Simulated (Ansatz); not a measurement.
# SiHF2 radical: a relaxed scan of the bond length Si2–F3

The task here is to estimate one member of a computed series from the others.

The runs use Ansatz 0.2.0, Gaussian basis; single points in def2-TZVPP.

Levels: PBE-D4, r2SCAN-D4, PBE0-D4, B3LYP-D4, wB97M-V, Hartree-Fock, MP2, CCSD, CCSD(T). The scan takes 1.433, 1.465, 1.511, 1.566, 1.627, 1.692, 1.761, 1.834, 1.910 Å.

Correlated methods freeze the cores. Orbitals are unrestricted. B3LYP uses VWN-RPA correlation.

28 further runs of the same task are left out: 28 set aside as unsound or not needed.

### The starting structure

The minimum, relaxed at PBE0-D4: 4 atoms, charge 0, spin multiplicity 2.

Atoms are counted from 1 here; the program's logs count them from 0.

Bond lengths: F1–Si2 1.592 Å, Si2–F3 1.592 Å, Si2–H4 1.493 Å. Angles: F1–Si2–F3 107.2°, F1–Si2–H4 107.6°, F3–Si2–H4 107.6°.

Coordinates:

```xyz
4
F2HSi
F     1.2744    0.6255   -0.4117
Si   -0.0276   -0.2853   -0.3162
F    -1.2828    0.6912   -0.2481
H     0.0359   -1.0314    0.9760
```

Energies of the minimum (eV), from earlier single points: PBE-D4 -13323.05726, r2SCAN-D4 -13329.41831, PBE0-D4 -13323.76328, B3LYP-D4 -13332.94564, wB97M-V -13330.34233, CCSD(T) -13312.03381.

At the minimum the bond length Si2–F3 is 1.592 Å.

The first run:

File relax/in.yaml:

```yaml
crystal:
  periodic: [false, false, false]
  atoms:
    - {symbol: F, position_ang: [1.274383, 0.625472, -0.411721]}
    - {symbol: Si, position_ang: [-0.027566, -0.285309, -0.316175]}
    - {symbol: F, position_ang: [-1.157567, 0.593797, -0.254878]}
    - {symbol: H, position_ang: [0.035946, -1.031360, 0.975983]}
basis:
  gaussian: {orbitals: def2-TZVP}
magnetization: {spin_polarized: true, initial_magnetization: 1}
hamiltonian: {xc: pbe0, dispersion: d4}
relax: {f_tol: 0.005, max_steps: 200, constraints: [{distance: [1, 2]}]}
```

The command line of these runs was not kept.

Steps of the session up to this table: Si2–F3 = 1.433 Å; Si2–F3 = 1.465 Å; Si2–F3 = 1.511 Å; Si2–F3 = 1.566 Å; Si2–F3 = 1.627 Å; Si2–F3 = 1.692 Å; Si2–F3 = 1.761 Å; Si2–F3 = 1.834 Å; Si2–F3 = 1.910 Å.

One of the session's tables, all rows but one given; the rest of the session is left out.

Energies less that of the minimum at the same level (kJ/mol):

| bond length (Å) | PBE-D4 | PBE0-D4 | B3LYP-D4 | wB97M-V | Hartree-Fock |
| --- | --- | --- | --- | --- | --- |
| 1.433 | 67.0 | 56.5 | 60.1 | 59.9 | 43.3 |
| 1.465 | 42.0 | 33.7 | 36.6 | 36.3 | 23.0 |
| 1.511 | 17.7 | 12.4 | 14.3 | 14.0 | 5.6 |
| 1.566 | 2.8 | 1.1 | 1.7 | 1.6 | -1.1 |
| 1.592 (minimum) | 0.0 | 0.0 | 0.0 | 0.0 | 0.0 |
| 1.627 | -0.3 | 1.9 | 1.1 | 1.3 | 4.9 |
| 1.692 | 7.3 | 13.5 | 11.3 | 11.9 | 22.0 |
| 1.761 | 23.8 | 34.1 | 30.3 | 31.6 | 48.4 |
| 1.834 | ? | ? | ? | ? | ? |
| 1.910 | 75.7 | 94.2 | 87.1 | 90.4 | 120.3 |

Estimate the missing values for bond length (Å) = 1.834.

Worked estimate for «PBE-D4». A straight line through the neighbours (1.761, 23.8) and (1.910, 75.7) gives 23.8 + (75.7 − 23.8) × (1.834 − 1.761) / (1.910 − 1.761) = 49.2; a parabola fitted to 3 rows on both sides gives 46.4.

As computed: PBE-D4: 47.3; PBE0-D4: 61.7; B3LYP-D4: 56.3; wB97M-V: 58.5; Hartree-Fock: 81.9. In «PBE-D4» the line misses by +1.9 and the parabola by -0.9.

To keep in mind: A polynomial through the near points puts the CCSD(T) minimum 0.001 Å below the PBE0-D4 value.
